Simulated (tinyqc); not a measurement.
Inside a calculation. Method: extended Hueckel theory, for BH. One step of it, computed by the program tinyqc.

Problem. Mulliken analysis. P = C n C^T; charge = valence electrons (B 3, H 1) minus the sum of (P S)_ii on the atom; overlap population = 2 sum P_ij S_ij between two atoms.

coefficients:
```
             MO1        MO2        MO3       MO4        MO5
1B 2s   0.646648  -0.598352   0.000000  0.000000  -0.763960
1B 2px  0.000000   0.000000  -0.272126  0.962262   0.000000
1B 2py  0.000000   0.000000   0.962262  0.272126   0.000000
1B 2pz  0.042307   0.658419   0.000000  0.000000  -1.011450
2H 1s   0.512967   0.396693   0.000000  0.000000   1.182222
```

occupations: 2.000000  2.000000  0.000000  0.000000  0.000000

overlap S, lower triangle:
```
           1B 2s    1B 2px    1B 2py    1B 2pz     2H 1s
1B 2s   1.000000
1B 2px  0.000000  1.000000
1B 2py  0.000000  0.000000  1.000000
1B 2pz  0.000000  0.000000  0.000000  1.000000
2H 1s   0.444860  0.000000  0.000000  0.502085  1.000000
```

Give: charges; Overlap populations.

Solution.

charges: 1B 0.2090, 2H -0.2090

Overlap populations:
```
pair     value
2-1   0.736029
```
